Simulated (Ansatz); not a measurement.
Litharge PbO was calculated with r²SCAN-D4 in Ansatz (plane waves, PAW).

Numerical settings: plane-wave cutoff 560 eV, 8×8×8 k mesh, Fermi–Dirac smearing 0.01 eV, scalar-relativistic PAW data made under PBE.

Energies at three volumes about the minimum:

```tsv
V (Å³/atom)	E − E_lowest (meV/atom)
19.908	0.54
20.314	0.00
20.720	0.45
```

Q: Fit a parabola by hand: where is the minimum, and what is the bulk modulus?

A: Slopes: (0.00 − 0.54)/(20.314 − 19.908) = -1.330 and (0.45 − 0.00)/(20.720 − 20.314) = 1.108 meV/Å³. Curvature E″ = 2 × (1.108 − (-1.330))/(20.720 − 19.908) = 6.005 meV/Å⁶. From the middle of the first interval, the slope vanishes at V0 = 20.1110 − (-1.330)/6.005 = 20.332 Å³/atom. B = V0 E″ = 20.332 × 6.005 meV/Å³ × 0.1602 GPa per meV/Å³ = 19.6 GPa. The full Birch–Murnaghan fit to all volumes gives V0 = 20.317 Å³/atom and B0 = 19.3 GPa.

Shape and atoms are relaxed at each volume.

Measured, for comparison: bulk modulus 23.1 GPa (temperature not stated, not corrected to a static lattice; as tabulated in Canepa et al. (2012), arXiv:1204.2842). Computed (rounded) less measured: bulk modulus -16 % (against room or unstated temperature, where such soft solids are markedly softer).

Note: the bulk modulus comes from volumes at which shape and atoms were relaxed.

Ansatz is a program for electronic structure.
